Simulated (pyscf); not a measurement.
## Four-centre exchange: H₃C–GaH₂ (SMILES [CH3][GaH2]) + HF (SMILES F) → CH₄ (SMILES C) + F–GaH₂ (SMILES [F][GaH2])

Gas phase, singlet surface, charge 0. Bonds broken: C1–Ga2, F8–H9. Bonds formed: C1–H9, Ga2–F8. PySCF, gas phase, ωB97X-D3(BJ)/def2-SVP geometries. Correlated levels are frozen-core, on RHF or UHF. ΔMP2 is the change of the MP2 total energy from the triple- to the quadruple-zeta basis.

Transition state (Å):

```xyz
9

C      0.3107     0.3362    -0.4794
Ga     0.2266    -1.4099     0.7747
H      1.3795     0.4191    -0.7263
H     -0.0626     1.3751    -0.3949
H     -0.2469    -0.0804    -1.3336
H      1.6526    -1.8420     1.2250
H     -1.0202    -2.2864     0.4559
F     -0.3831     0.1030     1.9639
H     -0.1249     0.4217     0.8946
```

One imaginary mode, 1065i cm⁻¹; descent along it reached the two sides named, in the forms told below.

```json
[
 {"bond": "C1–Ga2", "change": "breaks", "reactant side (Å)": "1.986", "saddle": "2.151", "product side": "2.9"},
 {"bond": "F8–H9", "change": "breaks", "reactant side (Å)": "0.931", "saddle": "1.145", "product side": "2.426"},
 {"bond": "C1–H9", "change": "forms", "reactant side (Å)": "2.558", "saddle": "1.444", "product side": "1.101"},
 {"bond": "Ga2–F8", "change": "forms", "reactant side (Å)": "2.305", "saddle": "2.019", "product side": "1.768"}
]
```

Electronic energies relative to the separated reactants (eV):

| level | barrier | reaction energy | reverse barrier |
|---|---|---|---|
| ωB97X-D3(BJ)/def2-TZVP | 0.17 | -1.26 | 1.43 |
| PBE/def2-TZVP | -0.01 | -1.29 | 1.28 |
| r²SCAN/def2-TZVP | -0.04 | -1.35 | 1.31 |
| B3LYP-D3(BJ)/def2-TZVP | 0.17 | -1.34 | 1.52 |
| PBE0-D3(BJ)/def2-TZVP | 0.09 | -1.22 | 1.32 |
| M06-2X/def2-TZVP | 0.09 | -1.35 | 1.44 |
| ωB97M-D3(BJ)/def2-TZVP | 0.19 | -1.29 | 1.48 |
| HF/def2-TZVP | 0.81 | -1.46 | 2.26 |
| MP2/def2-QZVPP | 0.25 | -1.15 | 1.41 |
| CCSD/def2-TZVPP | 0.37 | -1.20 | 1.57 |
| CCSD(T)/def2-TZVPP | 0.27 | -1.19 | 1.46 |
| CCSD(T)/def2-TZVPP + ΔMP2(QZVPP) | 0.29 | -1.17 | 1.46 |

With CCSD(T)/def2-TZVPP + ΔMP2(QZVPP) energies and thermal terms (ideal gas, 1 atm, RRHO with modes under 100 cm⁻¹ raised to 100, one conformer, R ln 2 for chiral ones without a mode under 150 cm⁻¹), in eV:

| T (K) | ΔH‡ | ΔG‡ | ΔH | ΔG |
|---|---|---|---|---|
| 298 | 0.25 | 0.70 | -1.13 | -1.08 |
| 600 | 0.23 | 1.17 | -1.17 | -1.01 |
| 900 | 0.24 | 1.63 | -1.20 | -0.93 |
| 1200 | 0.26 | 2.09 | -1.22 | -0.84 |

On the reactant side the descent ends in an adduct with a F–Ga contact, 0.29 eV under the separated species and 0.46 eV under the saddle at ωB97X-D3(BJ)/def2-TZVP. At PBE, r²SCAN the saddle lies under the separated reactants, which points to a path from their complex (located at ωB97X-D3(BJ) alone). What is counted as formed (F–Ga) is already present as a longer contact in the reactant adduct; forming that adduct is a step of its own. This is the saddle that the search found; another between the same sides may lie lower. The CCSD(T) − MP2 part came from Ansatz, without density fitting, on the same reference. The frozen core leaves the outer d or s,p core shells of the metals and heavy elements correlated in the MP2 and CC values, and def2-TZVPP describes them poorly, which can shift differences by a few kcal/mol. Elements up to Kr have no core potential and no relativistic terms here.
